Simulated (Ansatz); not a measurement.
Basis-set series for C$_{3}$H$_{2}$F$_{2}$, SMILES `FC1(F)C=C1`. The species carries charge 0 and has multiplicity 1. All single points use the PBE0-D4/def2-TZVP geometry.

Cartesian coordinates in Å:
```
F -1.077 1.457 -0.262
C -0.036 0.657 0.072
F 0.915 1.474 0.585
C 0.288 -0.535 -0.667
C -0.220 -0.695 0.532
H 0.674 -0.987 -1.567
H -0.544 -1.371 1.307
```

```
functional       basis  functions  energy (Eh)  HOMO (eV)  LUMO (eV)
   PBE0-D4    def2-SVP         80   -314.55219      -8.51      -0.60
   PBE0-D4  def2-TZVPP        183   -314.92247      -8.62      -0.75
   ωB97M-V    def2-SVP         80   -314.77692     -10.81       1.73
   ωB97M-V  def2-TZVPP        183   -315.15707     -10.94       1.46
```

Question: Give the rows for def2-QZVPP. (Best estimate.)

Answer: The calculation gave: 
```json
{"functional": "PBE0-D4", "basis": "def2-QZVPP", "functions": "345", "energy (Eh)": "-314.93891", "HOMO (eV)": "-8.66", "LUMO (eV)": "-0.82"}
{"functional": "ωB97M-V", "basis": "def2-QZVPP", "functions": "345", "energy (Eh)": "-315.17243", "HOMO (eV)": "-10.99", "LUMO (eV)": "1.31"}
```

Positive LUMOs are unbound and depend on the basis.

All numbers were calculated with Ansatz.
